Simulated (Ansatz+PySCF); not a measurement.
**doublet CH₄B: levels of theory in one basis**

```csv
atom,x (Å),y (Å),z (Å)
C,0.0000,0.0000,-0.7742
B,0.0000,0.0000,0.7521
H,-0.0836,-0.9074,-1.3683
H,0.0836,0.9074,-1.3683
H,-0.0770,1.0703,1.3793
H,0.0770,-1.0703,1.3793
```

Basis set: cc-pVTZ (spherical functions). Frozen core: 2 orbitals. Correlation on ROHF uses semicanonical orbitals with singles. Charge 0, multiplicity 2.

Computed with Ansatz (development build ahead of 0.2.0); each method stands on the lowest determinant of its kind that the runs found.

| method | E − E(ROHF) (eV) | <S²> of the determinant |
| --- | --- | --- |
| ROHF | 0.00 | 0.75 |
| UHF | -0.09 | 0.76 |
| ROHF-MP2 | -6.87 | – |
| UHF-MP2 | -6.86 | 0.76 |

(1) What does ROHF-CCSD(T) give on the same scale?

(2) Is a single determinant a sound starting point here?

## Answers

(1) -8.00 eV.

(2) By this sign, yes. Unrestricted orbitals gain 0.09 eV and <S²> is 0.76 against 0.75 for a pure state.
